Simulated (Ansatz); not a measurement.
Telling isomers of C2H7N apart by their spectra

These gas-phase data were calculated for one isomer of C2H7N at B3LYP-D3(BJ)/def2-SVP (harmonic, unscaled wavenumbers; equilibrium rotational constants with average atomic masses):

| Item | Value |
| --- | --- |
| rotational constants | 34.89, 9.265, 8.201 GHz |
| all wavenumbers above 1500 cm⁻¹ | 3528, 3104, 3104, 3046, 3046, 2916, 2909, 1505 |

Candidates:

(1) `CNC`, a singlet
(2) `CCN`, a singlet

Problem. Assign the data to one candidate and say why.

Solution. Candidate (1). 1 mode lies between 3250 and 3800 cm⁻¹, one for each N–H bond, while (2) has 2.

The same quantities for all candidates:

```
     rotational constants (GHz)                     wavenumbers above 1500 cm⁻¹  E above the lowest, B3LYP-D3(BJ)/def2-SVP (kcal/mol)
(1)         34.89, 9.265, 8.201  3528, 3104, 3104, 3046, 3046, 2916, 2909, 1505                                                   6.2
(2)         31.79, 8.732, 7.801  3549, 3474, 3098, 3097, 3061, 3024, 3013, 1640                                                   0.0
```

Harmonic stretches to hydrogen usually lie a few per cent above observed fundamentals. Each candidate is one conformer. Programs: Ansatz 0.2.0.
